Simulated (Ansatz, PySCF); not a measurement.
Species: ethylene, C$_{2}$H$_{4}$ (charge 0, singlet). SMILES: C=C
Coordinates optimised at B3LYP-D3(BJ)/def2-TZVP (Ansatz, a quantum-chemistry and plane-wave program):
```
C
C 1 1.3246
H 1 1.0833 2 121.73
H 2 1.0833 1 121.73 3 180.00
H 1 1.0833 3 116.54 2 -180.00
H 2 1.0833 4 116.54 1 180.00
```
Charge 0, spin multiplicity 1.


Property: enthalpy of formation at 298 K (from the atomisation energy, B3LYP-D3(BJ)/def2-TZVP harmonic zero-point and thermal terms from PySCF, and the atoms' enthalpies of formation in the G2/97 table; no spin-orbit terms, and no core term in the frozen-core levels), in eV. Correlated levels leave the core frozen unless marked. UHF or UKS for open shells. No spin-orbit coupling. Non-relativistic. The coupled-cluster limit lacks core correlation, which all-electron functionals hold. CBS(X,Y): correlation extrapolated as X^-3; Hartree-Fock from the larger set. [CCSD(T)-MP2]/basis is that difference in the basis named.

```tsv
level	program	enthalpy of formation at 298 K (eV)
HF-D4/def2-TZVPD	PySCF + dftd4	6.23
RI-HF/def2-QZVPPD	Ansatz	6.41
BLYP-D4/def2-TZVPD	Ansatz + dftd4	0.59
TPSS-D4/def2-TZVPD	PySCF + dftd4	0.33
M06-L-D4/def2-TZVPD	PySCF + dftd4	0.68
B3LYP-D4/def2-TZVPD	Ansatz + dftd4	0.52
PBE0-D4/def2-TZVPD	Ansatz + dftd4	0.53
r2SCANh-D4/def2-TZVPD	Ansatz + dftd4	0.73
CAM-B3LYP-D3(BJ)/def2-TZVPD	Ansatz + dftd3	0.50
wB97M-V/def2-TZVPD	Ansatz	0.58
B2PLYP-D3(BJ)/def2-TZVPD	Ansatz + dftd3	0.78
MP2/CBS(cc-pVTZ,cc-pVQZ)	Ansatz	0.44
RI-MP2/def2-TZVPPD	Ansatz	0.92
CCSD/def2-TZVPP	Ansatz	1.38
CCSD/CBS(cc-pVTZ,cc-pVQZ)	Ansatz	0.95
CCSD(T)/6-31G*	Ansatz	2.60
CCSD(T)/def2-SVP	Ansatz	1.49
CCSD(T)/cc-pwCVTZ	Ansatz	1.09
CCSD(T)/def2-TZVPP	Ansatz	1.08
RI-MP2/CBS(def2-TZVPP,def2-QZVPP)+[CCSD(T)-MP2]/def2-QZVPP	Ansatz	0.60
CCSD(T)/CBS(cc-pVTZ,cc-pVQZ)	Ansatz	0.62
```
